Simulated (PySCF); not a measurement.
The isolated species 1,2-dichloroethane (`ClCCCl`) is ionised with Mg Kα (hν = 1253.6 eV). Calculated photoelectron kinetic energies of its computed core levels, recoil neglected:

| line | kinetic energy (eV) |
| --- | --- |
| 1 | 1047.26 |
| 2 | 1045.60 |
| 3 | 960.73 |

Method: PySCF 2.14.0, delta-SCF UKS SCAN, pcX-2 on the ionised atom, pcseg-1 elsewhere, spin-free X2C.

Problem. Which element, shell and site does each line come from? Numbering: `[Cl:1][CH2:2][CH2:3][Cl:4]`.

Solution. Against the vacuum level, binding energy = hν − kinetic energy.

```csv
line,binding energy (eV),level,atoms,environment
1,206.34,Cl 2p3/2,Cl1/Cl4,alkyl chlorine
2,208.00,Cl 2p1/2,Cl1/Cl4,alkyl chlorine
3,292.87,C 1s,C2/C3,sp3 C–Cl carbon
```

Out of reach at this photon energy: Cl 1s (2828.9 eV).

Problem. Where does line 3 move with hν = 1000.0 eV?

Solution. To 1000.0 − 292.87 = 707.13 eV; every photoline shifts by the change in photon energy, -253.6 eV.

Problem. Which photon energy gives electrons from Cl 2p3/2 of Cl1/Cl4 a kinetic energy of 20 eV, and what is their de Broglie wavelength?

Solution. hν = 206.34 + 20 = 226.34 eV, recoil neglected; λ = 12.264 Å/√(E/eV) = 2.74 Å.

Other core shells, valence and Auger electrons aren't listed. Atoms equivalent by their bonding share one computed value, that of the first of them. Spin–orbit coupling isn't in the SCF: each 2p doublet comes from a relaxed spin-free hole plus a matrix of the shell (mean-field spin–orbit coupling and the ground-state 2p splitting), with 2p3/2 averaged over its two sublevels. 2p1/2 minus 2p3/2 (ligand field included): Cl 1.65 eV. Geometry: GFN2-xTB, one conformer, isolated molecule.

The values belong to the conformer `[Cl:1][CH2:2][CH2:3][Cl:4]`: Cl1–C2–C3–Cl4 180°.
